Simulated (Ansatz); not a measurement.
Geometry optimisation, Ansatz 0.2.0, RKS B3LYP-D4/def2-SVP.

Input file:

```yaml
crystal:
  periodic: [false, false, false]
  atoms:
    - { symbol: C, position_ang: [-0.08747, 0.93328, -0.26758] }
    - { symbol: C, position_ang: [-0.16998, -0.57952, 0.06099] }
    - { symbol: "N", position_ang: [0.89899, -1.01669, 0.66067] }
    - { symbol: O, position_ang: [-1.21316, -1.19474, -0.26964] }
    - { symbol: H, position_ang: [-0.22177, 1.08416, -1.34024] }
    - { symbol: H, position_ang: [-0.88578, 1.46526, 0.25318] }
    - { symbol: H, position_ang: [0.87806, 1.32807, 0.04179] }
    - { symbol: H, position_ang: [0.8011, -2.01983, 0.86083] }
total_charge: -1
basis:
  gaussian: { orbitals: def2-SVP }
hamiltonian:
  xc: b3lyp
  dispersion: d4
relax:
  f_tol: 0.015
  max_steps: 40
```

Run as:

```bash
$ ansatz run input.yaml --threads 1 --pin off --max-ram 2048MiB --backend cpu --events-out ev --progress --plain --runs-dir out
```

Problem. Where does it end, and by what steps?

Solution. It converged. Limits of this set-up: an anion without diffuse functions, the dipole of an ion depends on the origin. After 6 steps the energy has fallen by 0.052 eV; H8 moved furthest, 0.06 Å.

```
step  energy less start (eV)  largest force component (eV/Å)  accepted
   0                  0.0000                           1.433       yes
   1                 -0.0412                           0.549       yes
   2                 -0.0509                           0.168       yes
   3                 -0.0510                           0.162       yes
   4                 -0.0493                           0.258        no
   5                 -0.0521                           0.016       yes
   6                 -0.0522                           0.003       yes
```

```xyz
8
Properties=species:S:1:pos:R:3
C -0.077 0.930 -0.262
C -0.143 -0.583 0.078
N 0.944 -1.041 0.674
O -1.208 -1.175 -0.250
H -0.227 1.069 -1.349
H -0.915 1.455 0.234
H 0.878 1.388 0.042
H 0.748 -2.043 0.833
```

The run took 16 s on 1 thread of Arm Neoverse V2 (shared host), peak memory 0.14 GiB.
